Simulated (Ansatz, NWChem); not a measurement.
# From NWChem to Ansatz

This NWChem 7.3.0 job computes AlH3S (SMILES [AlH2][SH]):

m1.nw:
```
start m1
memory 2200 mb

geometry units au noautosym nocenter noautoz
  Al -1.16426027 -0.12132042 -0.34336324
  S   2.13368977 -0.64836503  2.07227367
  H  -3.74487026 -1.22851095  0.66348284
  H  -0.83355819  1.31524938 -2.94116974
  H   3.70329629  0.54386318  0.47054181
end

basis spherical bse
  * library def2-TZVP
end

scf
  thresh 1e-08
  maxiter 80
end

ccsd
  freeze core 10
  maxiter 60
end

task ccsd(t)
```

```bash
$ nwchem m1.nw > m1.out
```

The shape is that of a PBE0-D4/def2-TZVP optimisation.

It gives a total energy of -641.546010 Eh.

Q: How is this level of theory, on these atoms, set up in Ansatz 0.2.0 as an input file of the program's own?

A: One way, which was run:

run.yaml:
```yaml
crystal:
  periodic: [false, false, false]
  atoms:
    - {symbol: Al, position_ang: [-0.616100, -0.064200, -0.181700]}
    - {symbol: S, position_ang: [1.129100, -0.343100, 1.096600]}
    - {symbol: H, position_ang: [-1.981700, -0.650100, 0.351100]}
    - {symbol: H, position_ang: [-0.441100, 0.696000, -1.556400]}
    - {symbol: H, position_ang: [1.959700, 0.287800, 0.249000]}
basis:
  gaussian:
    orbitals: def2-TZVP
correlation:
  method: ccsd_t
  frozen_orbitals: {Al: 5, H: 0, S: 5}
accuracy: high
scf:
  omitted_lower_state_checks: [cluster_reference, increment]
```

```bash
$ ansatz run run.yaml --threads 1 --pin off --max-ram 3480MiB --events-out events.jsonl --progress --plain --runs-dir runs
```

Its energy is -641.546010 Eh, 0.000 mEh from the first.
